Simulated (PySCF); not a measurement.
CH3O, SMILES C=[OH+], charge +1. Geometry: PBE0-D3(BJ)/def2-TZVP. The isomer is the one that the SMILES or the coordinates give; other isomers of the formula were not compared.

Give the equilibrium geometry at PBE0-D3(BJ)/def2-TZVP (PySCF confirms it by a frequency run) as Cartesian coordinates in Å, and its point group. (Estimate from the structure and the level; the computed values follow.)

point group Cs.
```xyz
5

C     -0.0338    -0.6209     0.0000
O      0.1304     0.6081     0.0000
H      0.8765    -1.2227     0.0000
H     -1.0307    -1.0698     0.0000
H     -0.6863     1.1528     0.0000
```
Charge +1, spin multiplicity 1.
